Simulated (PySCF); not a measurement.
How methods differ on the ionisation energy of Si

Si [Ne] 3s2 3p2 (3P) → Si+ [Ne] 3s2 3p1 (2P), as a difference of total energies. Computed with PySCF 2.14 in jorge-DZP-DKH (7s4p1d, 24 functions), with the spin-free X2C one-electron Hamiltonian (Gaussian nucleus). Correlated levels: valence: [Ne] frozen. The calculations carry no spin-orbit coupling.

```csv
method,ionisation energy (eV)
UHF,7.621
LDA,8.212
TPSS,8.185
MP2 (valence),7.905
SCS-MP2 (valence),7.832
CCSD (valence),7.925
CCSD(T) (valence),7.936
```

Question: How much does correlation contribute at CCSD(T) (valence)?

Answer: 7.936 − (7.621) = 0.315 eV, measured against UHF.

Errors of the correlated levels include the incompleteness of this basis and the frozen core.

For comparison: 8.157 eV (measured; NIST levels, between the centres of gravity of the two terms).
